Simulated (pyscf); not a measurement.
`[NH2][Al]([NH2])[N][Al]([NH2])[NH2]` [doublet] + `[CH4]` → `[NH2][Al]([NH2])[NH][Al]([NH2])[NH2]` + `[CH3]` [doublet] (hydrogen abstraction; doublet surface; C–H broken, H–N formed). Optimised with ωB97X-D3(BJ)/def2-SVP in PySCF. Energies in eV from the separated reactants.

```csv
level,barrier,reaction energy
ωB97X-D3(BJ)/def2-TZVP,0.41,-0.27
PBE/def2-TZVP,0.26,-0.19
PBE0-D3(BJ)/def2-TZVP,[?],-0.27
M06-2X/def2-TZVP,0.45,-0.30
ωB97M-D3(BJ)/def2-TZVP,0.49,-0.25
HF/def2-TZVP,[?],[?]
```

**Question.** Complete the blanks.

**Answer.** 
- PBE0-D3(BJ)/def2-TZVP, barrier: 0.32
- HF/def2-TZVP, barrier: 1.48
- HF/def2-TZVP, reaction energy: +0.05

The functionals in the table span 0.23 eV in this barrier, from PBE to ωB97M-D3(BJ). One saddle was located; it need not be the lowest between these sides. The angle at the transferred H is 167°.
